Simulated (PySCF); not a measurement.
Basis and Hamiltonian dependence of the ionisation energy of Be

Be [He] 2s2 (1S) → Be⁺ [He] 2s1 (2S). All values are computed (PySCF 2.14, energy differences of UHF-based or UKS calculations, no spin-orbit coupling). Values in eV.

```csv
basis,Hamiltonian,functions,UHF,r2SCAN,PBE0,MP2 (valence),CCSD(T) (valence),CCSD(T) (valence and next inner shell)
x2c-SVPall,spin-free X2C,9,7.970,8.740,8.937,8.569,9.172,n/a
6-31G*,non-relativistic,14,7.928,n/a,n/a,8.636,9.188,n/a
cc-pVDZ-DK,spin-free X2C,14,8.080,n/a,n/a,8.777,9.291,n/a
cc-pVDZ,non-relativistic,14,8.079,n/a,n/a,8.776,9.290,n/a
x2c-TZVPall,spin-free X2C,19,8.043,n/a,n/a,8.753,9.270,n/a
aug-cc-pVDZ-DK,spin-free X2C,23,8.076,8.828,9.013,8.777,9.287,n/a
aug-cc-pCVDZ,non-relativistic,27,8.048,8.789,8.972,8.760,9.268,9.272
"x2c-QZVPPall with one added diffuse shell each of s, p type",spin-free X2C,40,8.044,8.795,8.972,8.819,9.292,9.297
"aug-cc-pCVTZ-DK with one added diffuse shell each of s, p, d, f type",spin-free X2C,75,8.044,8.793,8.975,8.827,9.290,9.304
dyall-av3z,non-relativistic,76,8.043,8.792,8.971,8.837,9.295,n/a
aug-cc-pVQZ,non-relativistic,80,8.043,8.793,8.973,8.847,9.295,n/a
aug-cc-pCVQZ,non-relativistic,109,8.043,8.792,8.971,8.850,9.296,n/a
aug-cc-pV5Z,non-relativistic,127,8.043,8.790,8.971,8.858,n/a,n/a
```

Task: Estimate the row for aug-cc-pVQZ with one added diffuse shell each of s, p, d, f, g type (non-relativistic, 105 functions).

Result: From the rows with the same Hamiltonian and similar size; the calculation gives UHF 8.04; r2SCAN 8.79; PBE0 8.97; MP2 (valence) 8.85; CCSD(T) (valence) 9.29 (eV).

Extrapolation of MP2 (valence) from aug-cc-pVQZ and aug-cc-pV5Z: the correlation parts are 0.804 and 0.815 eV; with the X⁻³ form and unrounded values, (5³ × 0.815 − 4³ × 0.804)/(5³ − 4³) = 0.827 eV, and adding the Hartree-Fock value 8.043 eV of the larger basis gives 8.870 eV.

Frozen in the all-electron rows: valence: 1s2; valence and next inner shell: nothing.

Reference for a calculation without spin-orbit coupling: 9.323 eV (measured, between term centres; NIST).
